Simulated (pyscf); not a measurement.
H₃C–CH₂–ZnH + H₂Se -> H₃C–CH₂–Zn–SeH + H₂, a four-centre exchange (singlet surface; H–Zn, H–Se broken, Se–Zn, H–H formed). Single points on ωB97X-D3(BJ)/def2-SVP structures (PySCF, gas phase). Energies in kcal/mol from the separated reactants.

AM1 to PM7: differences of heats of formation from MOPAC, which are fitted to 298 K values and so differ in kind from electronic energies by zero-point and thermal terms. 

Task: In single points AM1 puts the saddle at -1.9 kcal/mol and the reaction energy at -23.8 kcal/mol. Should these be trusted to within a few kcal/mol? Compare with ωB97M-D3(BJ)/def2-TZVP.

Result: ωB97M-D3(BJ)/def2-TZVP gives ΔE‡ = 13.9 kcal/mol and ΔE = -22.3 kcal/mol. AM1 lies 15.8 kcal/mol under it in the barrier and 1.5 kcal/mol under it in the reaction energy, so on this step it does not hold to within 3.0 kcal/mol. At AM1 this geometry lies under one side, so its ΔE‡ may be no barrier of that level. ωB97M-D3(BJ)/def2-TZVP has limits of its own. On the reactant side the descent ends in an adduct with a Se–Zn contact, 7.2 kcal/mol under the separated species and 17.3 kcal/mol under the saddle at ωB97X-D3(BJ)/def2-TZVP. What is counted as formed (Se–Zn) is already present as a longer contact in the reactant adduct; forming that adduct is a step of its own. At ωB97X-D3(BJ)/def2-TZVP the barrier from the zero used here is 10.1 kcal/mol. One saddle was located; it need not be the lowest between these sides. In the def2 sets elements up to Kr have no core potential.
